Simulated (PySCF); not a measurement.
PySCF input (M06-2X/6-31G* (5d)):

```python
from pyscf import gto, dft

mol = gto.M(
    atom='''
    P    -0.00000000   -0.00000000   -0.99121818
    P     0.00000000    0.00000000    0.99121818
    ''',
    basis='6-31g*',
    charge=-1,
    spin=1,
    symmetry='D2h',
    verbose=4,
)

mf = dft.UKS(mol, xc='m062x')
mf.grids.level = 4
mf.conv_tol = 1e-9
mf.max_cycle = 100
mf.max_memory = 1500
mf.kernel()
if not mf.converged:
    mf = mf.newton()
    mf.kernel(mf.make_rdm1())
mf.dip_moment()
```

Task: What final total energy does it give?

Result: -682.61628 Eh.
